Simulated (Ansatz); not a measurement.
# PH₃S: up Jacob's ladder to CCSD(T)

One table from this session's results is given with a row withheld; the runs are named, their logs left out.

Computed with Ansatz 0.2.0, Gaussian basis. Level: functionals in def2-TZVPP, the program's frozen cores in correlated methods.

Levels to be run: LDA (SPW92), PBE-D4, revPBE-D4, BLYP-D4, r2SCAN-D4, B97M-V, PBE0-D4, B3LYP-D4, r2SCANh-D4, r2SCAN0-D4, HSE06-D4, BHLYP-D4, CAM-B3LYP-D4, LC-ωPBE, ωB97X-V, ωB97M-V, B2PLYP, PBE-QIDH; CCSD(T)/def2-SVP; CCSD(T)/def2-TZVPP; CCSD(T)/def2-QZVPP; extrapolation to the limit; RPA on PBE.

### Structure used throughout

An earlier PBE0-D4 in a triple-zeta def2 set relaxation fixed the geometry.

5 atoms, charge 0, spin multiplicity 1.

Atoms are counted from 1 here; the program's logs count them from 0.

Bond lengths: P1–S2 2.116 Å, P1–H3 1.419 Å, P1–H4 1.419 Å, S2–H5 1.342 Å. Angles: S2–P1–H3 97.5°, S2–P1–H4 97.4°, H3–P1–H4 93.0°, P1–S2–H5 94.4°.

The first run:

in.yaml

```yaml
crystal:
  periodic: [false, false, false]
  atoms:
    - {symbol: P, position_ang: [-0.460089, -0.498393, 0.425200]}
    - {symbol: S, position_ang: [0.785275, 0.959191, -0.470480]}
    - {symbol: H, position_ang: [0.282859, -1.642262, 0.032556]}
    - {symbol: H, position_ang: [-1.380931, -0.635996, -0.646038]}
    - {symbol: H, position_ang: [0.822785, 1.743860, 0.617263]}
basis:
  gaussian: {orbitals: def2-TZVPP}
hamiltonian: {xc: lda}
output: {orbitals: {seedname: orbitals}}
```

Command:

```bash
ansatz run in.yaml --threads 2 --pin off --events-out ev --progress --plain --max-ram 4352MiB
```

Among the steps run: LDA; PBE-D4 (GGA); revPBE-D4 (GGA); BLYP-D4 (GGA); r2SCAN-D4 (meta-GGA); B97M-V (meta-GGA); PBE0-D4 (hybrid); B3LYP-D4 (hybrid); r2SCANh-D4 (hybrid); r2SCAN0-D4 (hybrid); HSE06-D4 (hybrid); BHLYP-D4 (hybrid); CAM-B3LYP-D4 (range-separated); LC-ωPBE (range-separated); ωB97X-V (range-separated); ωB97M-V (range-separated); B2PLYP (double hybrid); PBE-QIDH (double hybrid).

One table of the session follows, with a row left open; its other results are not shown here.

It belongs to the step «Frontier levels by functional». 

```
  functional  HOMO (eV)  gap (eV)
 LDA (SPW92)      -6.32      4.80
      PBE-D4      -6.23      4.90
   revPBE-D4      -6.19      4.94
     BLYP-D4      -6.05      4.86
   r2SCAN-D4      -6.51      5.45
      B97M-V      -6.58      5.56
     PBE0-D4      -7.47      7.07
    B3LYP-D4      -7.21      6.59
  r2SCANh-D4      -6.96      6.24
  r2SCAN0-D4      -7.65      7.41
    HSE06-D4      -7.06      6.29
    BHLYP-D4      -8.54      9.15
CAM-B3LYP-D4      -8.78      9.48
     LC-ωPBE     -10.22     12.09
     ωB97X-V          ?         ?
     ωB97M-V      -9.65     11.21
```

Estimate the missing values for ωB97X-V.

**Answer.** HOMO (eV): -9.84; gap (eV): 11.60. In the column «HOMO (eV)» it lies between LC-ωPBE (-10.22) and ωB97M-V (-9.65).
